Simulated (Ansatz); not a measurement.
# H$_{3}$Si–BH, doublet: the ladder up to UCCSDT(Q)

Geometry: displaced at random from a stationary point.

```yaml
atoms:
  - { symbol: Si, position_ang: [0.0457, 0.0320, 0.5291] }
  - { symbol: B, position_ang: [-0.1192, -0.1060, -1.4290] }
  - { symbol: H, position_ang: [-0.0426, 1.3777, 1.1248] }
  - { symbol: H, position_ang: [1.2500, -0.7648, 1.0434] }
  - { symbol: H, position_ang: [-1.2720, -0.7840, 0.9405] }
  - { symbol: H, position_ang: [0.0710, 0.4157, -2.5242] }
```

Basis cc-pVDZ; Ansatz 0.2.0. Only valence electrons are correlated (noble-gas cores frozen), which leaves 11 electrons in 46 orbitals. Prefix R: restricted or restricted open-shell reference; prefix U: unrestricted. Active spaces: frontier = (9e, 9o) about the gap.

Full CI isn't at hand for all of this; UCCSDT(Q) serves as the reference, and is uncertain by the last step of the cluster series or more. The frozen core follows each run's orbitals, which can shift R against U totals by a few meV.

For open shells CISD is restricted-active-space CI with the open shells as a complete middle space.

* UHF ⟨S²⟩: 0.758
* T1 diagnostic (RCCSD): 0.0183
* largest doubles amplitude (RCCSD): 0.035
* T1 diagnostic (UCCSD): 0.0148

| level | E − E(RHF) (eV) |
| --- | --- |
| UHF | -0.0648 |
| RMP2 | -4.5445 |
| UMP2 | -4.5473 |
| RCCSD | -5.7235 |
| UCCSD | -5.7249 |
| RCCSD(T) | -5.8565 |
| UCCSD(T) | -5.8567 |

Question: Estimate how far UCCSDT(Q) in cc-pVDZ lies from RCCSD(T). The table doesn't fix it; the size of (T) and the diagnostics are the guide.

Answer: UCCSDT(Q) in cc-pVDZ lies 37 meV below RCCSD(T), which is 27 % of the (T) step (-133 meV). The diagnostics give no warning, yet the rest is a sizeable part of (T).

The other levels:

```json
{"level": "CISD", "E − E(UCCSDT(Q)) (meV)": "614", "share of correlation (%)": "89.58", "wall time": "3.1 s"}
{"level": "BCCD(T)", "E − E(UCCSDT(Q)) (meV)": "36", "share of correlation (%)": "99.39", "wall time": "3.8 s"}
{"level": "RCCSDT", "E − E(UCCSDT(Q)) (meV)": "5", "share of correlation (%)": "99.91", "wall time": "–"}
{"level": "UCCSDT", "E − E(UCCSDT(Q)) (meV)": "5", "share of correlation (%)": "99.91", "wall time": "–"}
{"level": "RCCSDT(Q)", "E − E(UCCSDT(Q)) (meV)": "0", "share of correlation (%)": "99.99", "wall time": "64 s"}
```

The correlation energy at UCCSDT(Q), counted from RHF, is -5.893 eV. That run took 58 s on 1 thread of Intel Xeon 6975P-C, shared host.

Run but not shown, since their state, orbitals or frozen core can't be matched to the reference's or they repeat it: CASSCF (frontier space), NEVPT2 (frontier space), MRCISD (frontier space), MRCISD+Q (frontier space).

Times hold each run's SCF and search for its determinant on a shared host, so for small cases they say little of a method's own cost; they ran on 1 thread of Intel Xeon 6975P-C. Some runs computed forces too.
